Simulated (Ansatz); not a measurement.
Geometry optimisation, RKS B3LYP-D4/def2-SVP in Ansatz.

Input file:

```yaml
crystal:
  periodic: [false, false, false]
  atoms:
    - { symbol: B, position_ang: [-0.763547, -0.357751, 0.436445] }
    - { symbol: H, position_ang: [1.460256, 0.276589, 1.036701] }
    - { symbol: O, position_ang: [1.81437, -0.025932, 0.168063] }
    - { symbol: H, position_ang: [1.922218, -0.976447, 0.322401] }
    - { symbol: O, position_ang: [-1.112157, -0.315719, -0.816615] }
    - { symbol: H, position_ang: [-2.05564, -0.399339, -1.026695] }
basis:
  gaussian: { orbitals: def2-SVP }
hamiltonian:
  xc: b3lyp
  dispersion: d4
relax:
  f_tol: 0.03
  max_steps: 50
```

Run as:

```bash
$ ansatz run input.yaml --threads 1 --pin off --max-ram 2048MiB --backend cpu --events-out ev --progress --plain --runs-dir out
```

Q: Where does it end, and by what steps?

A: The run converged. After 12 steps the energy has fallen by 0.020 eV; H4 moved furthest, 0.23 Å.

```json
{"step": "0", "energy less start (eV)": "0.0000", "largest force component (eV/Å)": "0.665", "accepted": "yes"}
{"step": "1", "energy less start (eV)": "-0.0006", "largest force component (eV/Å)": "0.815", "accepted": "yes"}
{"step": "2", "energy less start (eV)": "-0.0083", "largest force component (eV/Å)": "0.619", "accepted": "yes"}
{"step": "3", "energy less start (eV)": "-0.0121", "largest force component (eV/Å)": "0.418", "accepted": "yes"}
{"step": "4", "energy less start (eV)": "-0.0160", "largest force component (eV/Å)": "0.197", "accepted": "yes"}
{"step": "5", "energy less start (eV)": "-0.0140", "largest force component (eV/Å)": "0.257", "accepted": "no"}
{"step": "6", "energy less start (eV)": "-0.0174", "largest force component (eV/Å)": "0.135", "accepted": "yes"}
{"step": "7", "energy less start (eV)": "-0.0184", "largest force component (eV/Å)": "0.135", "accepted": "yes"}
{"step": "8", "energy less start (eV)": "-0.0177", "largest force component (eV/Å)": "0.048", "accepted": "no"}
{"step": "9", "energy less start (eV)": "-0.0191", "largest force component (eV/Å)": "0.076", "accepted": "yes"}
{"step": "10", "energy less start (eV)": "-0.0194", "largest force component (eV/Å)": "0.034", "accepted": "yes"}
{"step": "11", "energy less start (eV)": "-0.0195", "largest force component (eV/Å)": "0.069", "accepted": "yes"}
{"step": "12", "energy less start (eV)": "-0.0196", "largest force component (eV/Å)": "0.004", "accepted": "yes"}
```

```xyz
6
Properties=species:S:1:pos:R:3
B -0.815 -0.291 0.405
H 1.341 0.183 0.943
O 2.005 -0.008 0.259
H 2.146 -0.958 0.372
O -1.235 -0.370 -0.817
H -2.178 -0.355 -1.041
```

Whether the end is a true minimum wasn't checked by a vibrational analysis.

Run time: 14 s on 1 thread of Arm Neoverse V2, on a shared host, peak memory 0.1 GiB.
